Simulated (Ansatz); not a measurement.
# Molecular dynamics, step by step

SiH₂ClO (SMILES O[SiH-]Cl) (charge -1), singlet, PBE-D4/def2-SVP (Ansatz 0.2.0). Settings (timestep in fs, temperature in K; T counts 9 degrees of freedom):

```yaml
hamiltonian: {xc: pbe, dispersion: d4}
md: {n_steps: 60, timestep: 1.0, temperature: 700, ensemble: nvt_nose_hoover, seed: 981, initial_velocities: maxwell_boltzmann}
```

Start (the SMILES describes the start alone):

O1  (-1.107, -0.517, -0.357)
Si2  (-0.392, 0.673, 0.568)
Cl3  (1.614, -0.550, 1.203)
H4  (-0.523, -1.013, -0.935)
H5  (0.407, 1.407, -0.479)
(Å)

```tsv
step	time (fs)	potential energy less the start (meV)	kinetic energy (meV)	T (K)
0	0.00	0.0	271.4	700
4	4.00	76.0	201.4	519
8	8.00	163.3	117.4	303
12	12.00	82.6	198.2	511
16	16.00	-17.6	297.7	768
20	20.00	25.2	255.2	658
24	24.00	34.5	239.3	617
28	28.00	166.9	110.3	284
32	32.00	90.2	187.0	482
36	36.00	-12.9	289.5	747
40	40.00	-15.3	300.5	775
44	44.00	16.9	272.9	704
48	48.00	181.4	110.6	285
52	52.00	121.1	170.0	438
56	56.00	27.2	263.7	680
60	60.00	-17.2	305.1	787
```

Step 8, positions (Å) and forces (eV/Å):

| atom | x | y | z | Fx | Fy | Fz |
| --- | --- | --- | --- | --- | --- | --- |
| O1 | -1.145 | -0.512 | -0.365 | -1.897 | 0.116 | 0.003 |
| Si2 | -0.376 | 0.647 | 0.565 | 1.260 | 2.261 | 1.623 |
| Cl3 | 1.612 | -0.540 | 1.205 | -0.530 | 0.079 | -0.321 |
| H4 | -0.451 | -0.967 | -0.786 | 1.767 | -1.616 | -1.502 |
| H5 | 0.588 | 1.645 | -0.474 | -0.600 | -0.840 | 0.196 |

Step 16, positions (Å) and forces (eV/Å):

```csv
atom,x,y,z,Fx,Fy,Fz
O1,-1.184,-0.550,-0.415,-1.212,1.767,1.342
Si2,-0.337,0.663,0.594,-0.600,-0.213,0.759
Cl3,1.602,-0.529,1.201,-0.384,0.013,-0.240
H4,-0.476,-1.040,-0.764,1.957,-1.610,-1.281
H5,0.502,1.480,-0.415,0.239,0.044,-0.580
```

Step 40, positions (Å) and forces (eV/Å):

```
atom       x       y       z      Fx      Fy      Fz
  O1  -1.167  -0.558  -0.399   2.125  -0.630  -0.805
 Si2  -0.277   0.634   0.617  -1.497  -0.183   0.467
 Cl3   1.546  -0.500   1.184   0.463  -0.449   0.061
  H4  -0.422  -0.994  -0.967  -1.611   0.830   1.056
  H5   0.474   1.366  -0.472   0.521   0.432  -0.780
```

Last step (60):

```
5
angstrom
O -1.0637 -0.5592 -0.3409
Si -0.3110 0.6521 0.6013
Cl 1.5362 -0.5168 1.1776
H -0.6947 -0.8394 -1.1810
H 0.4010 1.3269 -0.5324
```

The run took about 22 s on 2 CPU threads of an Intel Xeon 6975P-C (shared host).
